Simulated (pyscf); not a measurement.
Elementary routes open to H₃C–CH₂–ZnH + H₂S in the gas phase (singlet surface):
A. H₃C–CH₂–Zn–SH + hydrogen (H₂) (H–Zn, H–S broken; S–Zn, H–H formed)
B. ethane (H₃C–CH₃) + HS–ZnH (C–Zn, H–S broken; C–H, S–Zn formed)

Structures and frequencies: ωB97X-D3(BJ)/def2-SVP in PySCF.

**Question.** Rank the routes by free-energy barrier at 900 K, lowest first, for ωB97M-D3(BJ)/def2-TZVP energies (ideal gas, 1 atm, RRHO with modes under 100 cm⁻¹ raised to 100, one conformer, R ln 2 for chiral ones without a mode under 150 cm⁻¹).

**Answer.** A (1.99 eV), B (2.07 eV)

Route A is the fastest of these, ahead of the next by 0.08 eV. The most stable products are those of B (ΔG = -1.21 eV), whose barrier is 0.08 eV higher: the kinetic and the thermodynamic product differ. At 298 K A is still the fastest. A: On the reactant side the descent ends in a complex, 0.30 eV under the separated species and 0.88 eV under the saddle at ωB97X-D3(BJ)/def2-TZVP. B: On the reactant side the descent ends in a complex, 0.29 eV under the separated species and 0.95 eV under the saddle at ωB97X-D3(BJ)/def2-TZVP. Only these routes are compared; each barrier is that of the saddle found, and lower ones may exist. Elements up to Kr have no core potential and no relativistic terms here.
